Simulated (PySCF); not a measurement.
# H2Cl2, a solvent cluster: interaction energy

Wanted: the interaction energy for 2 × `Cl`.

Computed with PySCF 2.14.0; each step states its level. No surroundings beyond the atoms listed, unless a continuum is named. Atoms count from 0, parts from 1.

## (1) Starting point

4 atoms, charge 0, multiplicity 1; geometry: GFN2-xTB. Parts: 1 = atoms 0–1, `Cl`, charge 0; 2 = atoms 2–3, `Cl`, charge 0.

## (2) Optimising the geometry at PBE0-D3(BJ)/def2-TZVPD

Job settings and geometry (Å):

```
{"job": {"xc": "PBE0", "basis": "def2-TZVPD", "d3": "d3bj", "grid": 3, "kind": "geom", "shake": 0.01}, "charge": 0, "multiplicity": 1, "parts": [{"atoms": "0-1", "charge": 0, "multiplicity": 1}, {"atoms": "2-3", "charge": 0, "multiplicity": 1}]}
Cl     0.185373     0.404052     0.142801
H      0.056380    -0.854036     0.232389
Cl    -0.245083    -2.973258     1.034834
H     -0.345339    -2.375077     2.162401
```

On the command line:

```bash
> OMP_NUM_THREADS=1 python cluster_run.py task.json out
```

This one command runs all jobs of the session in turn.

Output:

```text
step   0  E = -921.33541555  max force = 0.014879
step   1  E = -921.33617757  max force = 0.004288
step   2  E = -921.33621018  max force = 0.000428
step   3  E = -921.33621399  max force = 0.000319
optimisation converged
```

Run time: 17 s. Hardware: 1 thread of Arm Neoverse N1, shared host; peak memory 0.46 GiB.

Step by step:

```
step  energy from step 0 (eV)  largest force component (eV/Å)
   0                   0.0000                          0.7651
   1                  -0.0207                          0.2205
   2                  -0.0216                          0.0220
   3                  -0.0217                          0.0164
```

Distances of close pairs at the start and the end, largest changes first:

| bond | before (Å) | after (Å) | change (Å) |
| --- | --- | --- | --- |
| Cl0–H1 | 1.268 | 1.286 | +0.018 |
| Cl2–H3 | 1.280 | 1.281 | +0.001 |

The end geometry stands in the next job.

```
                         at the end point                value
rotational constants (GHz, main isotopes)  308.6, 2.068, 2.055
                        dipole moment (D)                 1.80
```

Contacts at the end point (a selection, picked against the atoms' radii; other short pairs can be missing):

```csv
atoms,distance (Å),kind (by distance and angle),angle (°)
H1···Cl2,2.46,hydrogen bond,164
```

Against the parts relaxed at this level the binding energy is -2.40 kcal/mol, without counterpoise.

## (3) Coupled-cluster interaction energy: CCSD(T) and MP2, 2.46 Å

Job settings and geometry (Å):

```
{"job": {"kind": "intercc", "basis": "aug-cc-pVDZ", "basis_mid": "aug-cc-pVTZ", "basis_large": "aug-cc-pVQZ"}, "charge": 0, "multiplicity": 1, "parts": [{"atoms": "0-1", "charge": 0, "multiplicity": 1}, {"atoms": "2-3", "charge": 0, "multiplicity": 1}]}
Cl     0.210086     0.517290     0.083845
H      0.075188    -0.756584     0.199240
Cl    -0.259656    -3.032906     1.068218
H     -0.371893    -2.503185     2.229421
```

Level: CCSD(T)/aug-cc-pVDZ and MP2/aug-cc-pVTZ, aug-cc-pVQZ counterpoise interaction energy, frozen core, gas phase.

Output:

```text
part 1, own basis, geometry of the cluster
final grid: 17120 points
cycle   1  E = -460.0904656348  dE = -9.773e-02  |g| = 2.118e-01  |ddm| = 1.856e+00
cycle   2  E = -460.1054693689  dE = -1.500e-02  |g| = 8.090e-02  |ddm| = 4.464e-01
cycle   3  E = -460.1071863304  dE = -1.717e-03  |g| = 1.677e-02  |ddm| = 9.350e-02
cycle   4  E = -460.1073740377  dE = -1.877e-04  |g| = 5.220e-03  |ddm| = 2.582e-02
cycle   5  E = -460.1073954764  dE = -2.144e-05  |g| = 9.857e-04  |ddm| = 9.478e-03
cycle   6  E = -460.1073961759  dE = -6.995e-07  |g| = 2.405e-04  |ddm| = 1.832e-03
cycle   7  E = -460.1073962160  dE = -4.011e-08  |g| = 3.085e-05  |ddm| = 6.667e-04
cycle   8  E = -460.1073962165  dE = -5.216e-10  |g| = 5.363e-06  |ddm| = 7.697e-05
converged SCF energy = -460.1073962165

part 2, own basis, geometry of the cluster
final grid: 17120 points
cycle   1  E = -460.0906871702  dE = -9.374e-02  |g| = 2.113e-01  |ddm| = 1.859e+00
cycle   2  E = -460.1055906255  dE = -1.490e-02  |g| = 8.044e-02  |ddm| = 4.464e-01
cycle   3  E = -460.1072881318  dE = -1.698e-03  |g| = 1.672e-02  |ddm| = 9.297e-02
cycle   4  E = -460.1074745388  dE = -1.864e-04  |g| = 5.192e-03  |ddm| = 2.582e-02
cycle   5  E = -460.1074957054  dE = -2.117e-05  |g| = 9.768e-04  |ddm| = 9.416e-03
cycle   6  E = -460.1074963896  dE = -6.842e-07  |g| = 2.387e-04  |ddm| = 1.810e-03
cycle   7  E = -460.1074964291  dE = -3.949e-08  |g| = 3.074e-05  |ddm| = 6.618e-04
cycle   8  E = -460.1074964296  dE = -5.184e-10  |g| = 5.341e-06  |ddm| = 7.727e-05
converged SCF energy = -460.1074964296

part 1, own basis, relaxed alone
final grid: 17120 points
cycle   1  E = -460.0907644859  dE = -9.218e-02  |g| = 2.112e-01  |ddm| = 1.860e+00
cycle   2  E = -460.1056295192  dE = -1.487e-02  |g| = 8.027e-02  |ddm| = 4.464e-01
cycle   3  E = -460.1073196096  dE = -1.690e-03  |g| = 1.671e-02  |ddm| = 9.277e-02
cycle   4  E = -460.1075055282  dE = -1.859e-04  |g| = 5.181e-03  |ddm| = 2.582e-02
cycle   5  E = -460.1075265911  dE = -2.106e-05  |g| = 9.734e-04  |ddm| = 9.393e-03
cycle   6  E = -460.1075272694  dE = -6.783e-07  |g| = 2.380e-04  |ddm| = 1.801e-03
cycle   7  E = -460.1075273087  dE = -3.925e-08  |g| = 3.070e-05  |ddm| = 6.599e-04
cycle   8  E = -460.1075273092  dE = -5.216e-10  |g| = 5.332e-06  |ddm| = 7.739e-05
converged SCF energy = -460.1075273092

part 2, own basis, relaxed alone: E = -460.1075273092 (as before)

cluster
final grid: 4488 points
cycle   1  E = -920.2147190395  dE = -2.387e-03  |g| = 1.796e-02  |ddm| = 2.770e-01
cycle   2  E = -920.2148977468  dE = -1.787e-04  |g| = 5.614e-03  |ddm| = 4.735e-02
cycle   3  E = -920.2149202703  dE = -2.252e-05  |g| = 2.009e-03  |ddm| = 1.282e-02
cycle   4  E = -920.2149232254  dE = -2.955e-06  |g| = 4.833e-04  |ddm| = 5.319e-03
cycle   5  E = -920.2149234092  dE = -1.837e-07  |g| = 1.317e-04  |ddm| = 1.239e-03
cycle   6  E = -920.2149234197  dE = -1.053e-08  |g| = 3.047e-05  |ddm| = 2.946e-04
cycle   7  E = -920.2149234204  dE = -7.226e-10  |g| = 6.777e-06  |ddm| = 9.070e-05
converged SCF energy = -920.2149234204

part 1 in the basis of the cluster
final grid: 4488 points
cycle   1  E = -460.1074222703  dE = -2.512e-05  |g| = 8.578e-04  |ddm| = 1.081e-01
cycle   2  E = -460.1074225488  dE = -2.785e-07  |g| = 1.137e-04  |ddm| = 1.124e-02
cycle   3  E = -460.1074225556  dE = -6.874e-09  |g| = 1.040e-05  |ddm| = 1.600e-03
cycle   4  E = -460.1074225557  dE = -6.713e-11  |g| = 2.541e-06  |ddm| = 8.664e-05
converged SCF energy = -460.1074225557

part 2 in the basis of the cluster
final grid: 4488 points
cycle   1  E = -460.1075543645  dE = -5.897e-05  |g| = 1.630e-03  |ddm| = 1.578e-01
cycle   2  E = -460.1075554432  dE = -1.079e-06  |g| = 2.558e-04  |ddm| = 2.058e-02
cycle   3  E = -460.1075554778  dE = -3.465e-08  |g| = 2.339e-05  |ddm| = 3.617e-03
cycle   4  E = -460.1075554782  dE = -3.762e-10  |g| = 4.329e-06  |ddm| = 1.814e-04
converged SCF energy = -460.1075554782

Interaction energy (kcal/mol)
  counterpoise       -2.029
  uncorrected        -2.471
  dispersion part     0.000
  deformation         0.050
  binding            -1.979

Decomposition of the uncorrected value (kcal/mol)
  electrostatic      -3.014
  Pauli               4.621
  orbital            -1.626
  dispersion          0.000
  correlation        -2.451

Charge of each part in the cluster: -0.012 0.012
part 1, own basis, geometry of the cluster
final grid: 17120 points
cycle   1  E = -460.0941077656  dE = -9.871e-02  |g| = 2.138e-01  |ddm| = 2.003e+00
cycle   2  E = -460.1091718813  dE = -1.506e-02  |g| = 8.709e-02  |ddm| = 4.029e-01
cycle   3  E = -460.1109335754  dE = -1.762e-03  |g| = 1.750e-02  |ddm| = 1.458e-01
cycle   4  E = -460.1111341966  dE = -2.006e-04  |g| = 5.850e-03  |ddm| = 3.202e-02
cycle   5  E = -460.1111605898  dE = -2.639e-05  |g| = 1.048e-03  |ddm| = 1.418e-02
cycle   6  E = -460.1111613753  dE = -7.855e-07  |g| = 2.622e-04  |ddm| = 2.803e-03
cycle   7  E = -460.1111614209  dE = -4.564e-08  |g| = 3.877e-05  |ddm| = 7.582e-04
cycle   8  E = -460.1111614217  dE = -7.583e-10  |g| = 6.383e-06  |ddm| = 1.383e-04
converged SCF energy = -460.1111614217

part 2, own basis, geometry of the cluster
final grid: 17120 points
cycle   1  E = -460.0943390595  dE = -9.473e-02  |g| = 2.133e-01  |ddm| = 2.006e+00
cycle   2  E = -460.1093037333  dE = -1.496e-02  |g| = 8.664e-02  |ddm| = 4.021e-01
cycle   3  E = -460.1110459385  dE = -1.742e-03  |g| = 1.746e-02  |ddm| = 1.444e-01
cycle   4  E = -460.1112453115  dE = -1.994e-04  |g| = 5.821e-03  |ddm| = 3.174e-02
cycle   5  E = -460.1112714078  dE = -2.610e-05  |g| = 1.038e-03  |ddm| = 1.402e-02
cycle   6  E = -460.1112721761  dE = -7.684e-07  |g| = 2.600e-04  |ddm| = 2.781e-03
cycle   7  E = -460.1112722210  dE = -4.484e-08  |g| = 3.857e-05  |ddm| = 7.518e-04
cycle   8  E = -460.1112722217  dE = -7.571e-10  |g| = 6.368e-06  |ddm| = 1.380e-04
converged SCF energy = -460.1112722217

part 1, own basis, relaxed alone
final grid: 17120 points
cycle   1  E = -460.0944202098  dE = -9.317e-02  |g| = 2.131e-01  |ddm| = 2.008e+00
cycle   2  E = -460.1093467872  dE = -1.493e-02  |g| = 8.647e-02  |ddm| = 4.018e-01
cycle   3  E = -460.1110815628  dE = -1.735e-03  |g| = 1.744e-02  |ddm| = 1.439e-01
cycle   4  E = -460.1112804681  dE = -1.989e-04  |g| = 5.810e-03  |ddm| = 3.164e-02
cycle   5  E = -460.1113064514  dE = -2.598e-05  |g| = 1.035e-03  |ddm| = 1.396e-02
cycle   6  E = -460.1113072132  dE = -7.618e-07  |g| = 2.592e-04  |ddm| = 2.773e-03
cycle   7  E = -460.1113072578  dE = -4.454e-08  |g| = 3.849e-05  |ddm| = 7.494e-04
cycle   8  E = -460.1113072585  dE = -7.551e-10  |g| = 6.361e-06  |ddm| = 1.379e-04
converged SCF energy = -460.1113072585

part 2, own basis, relaxed alone: E = -460.1113072585 (as before)

cluster
final grid: 4488 points
cycle   1  E = -920.2221920250  dE = -2.416e-03  |g| = 1.874e-02  |ddm| = 2.862e-01
cycle   2  E = -920.2223792936  dE = -1.873e-04  |g| = 5.979e-03  |ddm| = 4.469e-02
cycle   3  E = -920.2224025935  dE = -2.330e-05  |g| = 2.195e-03  |ddm| = 1.417e-02
cycle   4  E = -920.2224061503  dE = -3.557e-06  |g| = 5.133e-04  |ddm| = 6.436e-03
cycle   5  E = -920.2224063521  dE = -2.018e-07  |g| = 1.496e-04  |ddm| = 1.635e-03
cycle   6  E = -920.2224063654  dE = -1.324e-08  |g| = 3.426e-05  |ddm| = 4.009e-04
cycle   7  E = -920.2224063662  dE = -8.565e-10  |g| = 7.230e-06  |ddm| = 1.094e-04
converged SCF energy = -920.2224063662

part 1 in the basis of the cluster
final grid: 4488 points
cycle   1  E = -460.1111701536  dE = -7.664e-06  |g| = 4.951e-04  |ddm| = 1.155e-01
cycle   2  E = -460.1111702779  dE = -1.243e-07  |g| = 7.290e-05  |ddm| = 1.278e-02
cycle   3  E = -460.1111702812  dE = -3.332e-09  |g| = 4.757e-06  |ddm| = 1.964e-03
cycle   4  E = -460.1111702812  dE = -1.376e-11  |g| = 7.761e-07  |ddm| = 5.743e-05
converged SCF energy = -460.1111702812

part 2 in the basis of the cluster
final grid: 4488 points
cycle   1  E = -460.1112910299  dE = -1.943e-05  |g| = 8.593e-04  |ddm| = 1.771e-01
cycle   2  E = -460.1112913506  dE = -3.207e-07  |g| = 1.261e-04  |ddm| = 2.119e-02
cycle   3  E = -460.1112913599  dE = -9.344e-09  |g| = 1.140e-05  |ddm| = 3.462e-03
cycle   4  E = -460.1112913600  dE = -8.981e-11  |g| = 1.685e-06  |ddm| = 1.922e-04
converged SCF energy = -460.1112913600

Interaction energy (kcal/mol)
  counterpoise       -2.169
  uncorrected        -2.413
  dispersion part     0.000
  deformation         0.058
  binding            -2.110

Decomposition of the uncorrected value (kcal/mol)
  electrostatic      -2.975
  Pauli               4.644
  orbital            -1.651
  dispersion          0.000
  correlation        -2.431

Charge of each part in the cluster: -0.012 0.012
part 1 in the basis of the cluster: E(HF) = -460.092647047  E2 = -0.159576284  E(CCSD corr) = -0.176072329  (T) = -0.004009008
part 2 in the basis of the cluster: E(HF) = -460.092848204  E2 = -0.159794571  E(CCSD corr) = -0.176298446  (T) = -0.004032988
cluster: E(HF) = -920.185450845  E2 = -0.321908026  E(CCSD corr) = -0.354047548  (T) = -0.008364003

Counterpoise interaction energy (kcal/mol)
  hf_small                   0.028
  mp2_small                 -1.564
  ccsd_small                -1.024
  ccsdt_small               -1.226
  hf_large                   0.035
  mp2_large                 -2.168
  hf_middle                  0.034
  mp2_middle                -2.029
  scs_mp2_large             -1.595
  mp2_limit                 -2.271
  ccsdt_less_mp2             0.338
  ccsdt_limit_estimate      -1.933
  bsse_mp2_large             0.245
```

Run time: 25 s. Hardware: 1 thread of Arm Neoverse N1, shared host; peak memory 0.46 GiB.

Contacts at this geometry (a selection, picked against the atoms' radii; other short pairs can be missing):

| atoms | distance (Å) | kind (by distance and angle) | angle (°) |
| --- | --- | --- | --- |
| H1···Cl2 | 2.46 | hydrogen bond | 164 |

Differences are taken before rounding.

| method | interaction energy (kcal/mol) | from CCSD(T), limit estimate (kcal/mol) |
| --- | --- | --- |
| HF/aug-cc-pVDZ | 0.03 | +1.96 |
| MP2/aug-cc-pVDZ | -1.56 | +0.37 |
| CCSD/aug-cc-pVDZ | -1.02 | +0.91 |
| CCSD(T)/aug-cc-pVDZ | -1.23 | +0.71 |
| HF/aug-cc-pVQZ | 0.03 | +1.97 |
| MP2/aug-cc-pVQZ | -2.17 | -0.24 |
| SCS-MP2/aug-cc-pVQZ | -1.60 | +0.34 |
| MP2, extrapolated | -2.27 | -0.34 |
| CCSD(T), limit estimate | -1.93 | 0 |

These energies keep the parts at their geometry in the cluster; deforming them to it costs 0.06 kcal/mol (MP2).

## (4) Coupled-cluster interaction energy: CCSD(T) and MP2, 2.58 Å

The job, as its differences from that of step 3:

```diff
@@ -3,3 +3,3 @@
 H      0.075188    -0.756584     0.199240
-Cl    -0.259656    -3.032906     1.068218
-H     -0.371893    -2.503185     2.229421
+Cl    -0.276398    -3.146722     1.111667
+H     -0.388635    -2.617001     2.272870
```

With the program's defaults for keys left out, this is: CCSD(T)/aug-cc-pVDZ and MP2/aug-cc-pVTZ, aug-cc-pVQZ counterpoise interaction energy, frozen core, gas phase.

Output:

```text
part 1, own basis, geometry of the cluster: E = -460.1073962165 (as before)

part 2, own basis, geometry of the cluster: E = -460.1074964296 (as before)

part 1, own basis, relaxed alone: E = -460.1075273092 (as before)

part 2, own basis, relaxed alone: E = -460.1075273092 (as before)

cluster
final grid: 4488 points
cycle   1  E = -920.2154506283  dE = -1.642e-03  |g| = 1.476e-02  |ddm| = 2.392e-01
cycle   2  E = -920.2155708954  dE = -1.203e-04  |g| = 4.561e-03  |ddm| = 4.073e-02
cycle   3  E = -920.2155857697  dE = -1.487e-05  |g| = 1.624e-03  |ddm| = 1.051e-02
cycle   4  E = -920.2155877687  dE = -1.999e-06  |g| = 3.741e-04  |ddm| = 4.482e-03
cycle   5  E = -920.2155878781  dE = -1.094e-07  |g| = 1.012e-04  |ddm| = 9.775e-04
cycle   6  E = -920.2155878840  dE = -5.952e-09  |g| = 2.418e-05  |ddm| = 2.229e-04
cycle   7  E = -920.2155878845  dE = -4.634e-10  |g| = 5.339e-06  |ddm| = 7.240e-05
converged SCF energy = -920.2155878845

part 1 in the basis of the cluster
final grid: 4488 points
cycle   1  E = -460.1074195491  dE = -2.243e-05  |g| = 8.057e-04  |ddm| = 9.725e-02
cycle   2  E = -460.1074197970  dE = -2.479e-07  |g| = 1.063e-04  |ddm| = 9.883e-03
cycle   3  E = -460.1074198031  dE = -6.056e-09  |g| = 9.606e-06  |ddm| = 1.396e-03
cycle   4  E = -460.1074198031  dE = -5.934e-11  |g| = 2.241e-06  |ddm| = 8.355e-05
converged SCF energy = -460.1074198031

part 2 in the basis of the cluster
final grid: 4488 points
cycle   1  E = -460.1075497593  dE = -5.433e-05  |g| = 1.546e-03  |ddm| = 1.471e-01
cycle   2  E = -460.1075507518  dE = -9.925e-07  |g| = 2.440e-04  |ddm| = 1.872e-02
cycle   3  E = -460.1075507837  dE = -3.188e-08  |g| = 2.251e-05  |ddm| = 3.205e-03
cycle   4  E = -460.1075507840  dE = -3.466e-10  |g| = 4.095e-06  |ddm| = 1.622e-04
converged SCF energy = -460.1075507840

Interaction energy (kcal/mol)
  counterpoise       -2.049
  uncorrected        -2.425
  dispersion part     0.000
  deformation         0.050
  binding            -2.000

Decomposition of the uncorrected value (kcal/mol)
  electrostatic      -2.372
  Pauli               3.052
  orbital            -1.117
  dispersion          0.000
  correlation        -1.988

Charge of each part in the cluster: -0.009 0.009
part 1, own basis, geometry of the cluster: E = -460.1111614217 (as before)

part 2, own basis, geometry of the cluster: E = -460.1112722217 (as before)

part 1, own basis, relaxed alone: E = -460.1113072585 (as before)

part 2, own basis, relaxed alone: E = -460.1113072585 (as before)

cluster
final grid: 4488 points
cycle   1  E = -920.2229338412  dE = -1.670e-03  |g| = 1.552e-02  |ddm| = 2.364e-01
cycle   2  E = -920.2230614086  dE = -1.276e-04  |g| = 4.908e-03  |ddm| = 3.724e-02
cycle   3  E = -920.2230769790  dE = -1.557e-05  |g| = 1.783e-03  |ddm| = 1.160e-02
cycle   4  E = -920.2230794032  dE = -2.424e-06  |g| = 4.011e-04  |ddm| = 5.389e-03
cycle   5  E = -920.2230795255  dE = -1.223e-07  |g| = 1.152e-04  |ddm| = 1.293e-03
cycle   6  E = -920.2230795329  dE = -7.497e-09  |g| = 2.725e-05  |ddm| = 3.013e-04
cycle   7  E = -920.2230795335  dE = -5.534e-10  |g| = 5.739e-06  |ddm| = 8.744e-05
converged SCF energy = -920.2230795335

part 1 in the basis of the cluster
final grid: 4488 points
cycle   1  E = -460.1111693030  dE = -6.900e-06  |g| = 4.717e-04  |ddm| = 1.004e-01
cycle   2  E = -460.1111694173  dE = -1.143e-07  |g| = 6.984e-05  |ddm| = 1.131e-02
cycle   3  E = -460.1111694203  dE = -3.077e-09  |g| = 4.462e-06  |ddm| = 1.758e-03
cycle   4  E = -460.1111694204  dE = -1.381e-11  |g| = 6.817e-07  |ddm| = 5.138e-05
converged SCF energy = -460.1111694204

part 2 in the basis of the cluster
final grid: 4488 points
cycle   1  E = -460.1112893944  dE = -1.780e-05  |g| = 8.216e-04  |ddm| = 1.520e-01
cycle   2  E = -460.1112896912  dE = -2.968e-07  |g| = 1.216e-04  |ddm| = 1.790e-02
cycle   3  E = -460.1112896999  dE = -8.713e-09  |g| = 1.096e-05  |ddm| = 2.904e-03
cycle   4  E = -460.1112897000  dE = -8.129e-11  |g| = 1.608e-06  |ddm| = 1.666e-04
converged SCF energy = -460.1112897000

Interaction energy (kcal/mol)
  counterpoise       -2.160
  uncorrected        -2.363
  dispersion part     0.000
  deformation         0.058
  binding            -2.102

Decomposition of the uncorrected value (kcal/mol)
  electrostatic      -2.334
  Pauli               3.068
  orbital            -1.140
  dispersion          0.000
  correlation        -1.958

Charge of each part in the cluster: -0.009 0.009
part 1 in the basis of the cluster: E(HF) = -460.092640674  E2 = -0.159530494  E(CCSD corr) = -0.176024101  (T) = -0.004003704
part 2 in the basis of the cluster: E(HF) = -460.092820126  E2 = -0.159701799  E(CCSD corr) = -0.176199908  (T) = -0.004022947
cluster: E(HF) = -920.186117723  E2 = -0.321313763  E(CCSD corr) = -0.353618825  (T) = -0.008293226

Counterpoise interaction energy (kcal/mol)
  hf_small                  -0.412
  mp2_small                 -1.718
  ccsd_small                -1.288
  ccsdt_small               -1.455
  hf_large                  -0.389
  mp2_large                 -2.160
  hf_middle                 -0.387
  mp2_middle                -2.050
  scs_mp2_large             -1.697
  mp2_limit                 -2.240
  ccsdt_less_mp2             0.264
  ccsdt_limit_estimate      -1.976
  bsse_mp2_large             0.203
```

Wall time 23 s (1 thread of Arm Neoverse N1, shared host); peak memory 0.52 GiB.

Contacts at this geometry (a selection, picked against the atoms' radii; other short pairs can be missing):

```
   atoms  distance (Å)  kind (by distance and angle)  angle (°)
H1···Cl2          2.58                 hydrogen bond        164
```

Differences are taken before rounding.

| method | interaction energy (kcal/mol) | from CCSD(T), limit estimate (kcal/mol) |
| --- | --- | --- |
| HF/aug-cc-pVDZ | -0.41 | +1.56 |
| MP2/aug-cc-pVDZ | -1.72 | +0.26 |
| CCSD/aug-cc-pVDZ | -1.29 | +0.69 |
| CCSD(T)/aug-cc-pVDZ | -1.45 | +0.52 |
| HF/aug-cc-pVQZ | -0.39 | +1.59 |
| MP2/aug-cc-pVQZ | -2.16 | -0.18 |
| SCS-MP2/aug-cc-pVQZ | -1.70 | +0.28 |
| MP2, extrapolated | -2.24 | -0.26 |
| CCSD(T), limit estimate | -1.98 | 0 |

These energies keep the parts at their geometry in the cluster; deforming them to it costs 0.06 kcal/mol (MP2).

[end of part 1 of 3]
